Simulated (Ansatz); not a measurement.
1T (CdI2-type) HfS2 was calculated with rVV10 (Ansatz, a program for electronic structure, PAW).

### Question
Predict the interlayer binding energy, layer repeat distance and gap between the layers.

### Answer

- interlayer binding energy: 22.8 meV/Å²
- layer repeat distance: 5.851 Å
- gap between the layers: 2.941 Å

Spin–orbit coupling is not included.

Computed values are for the static lattice.

The result took about 70 core-seconds (a rough figure).
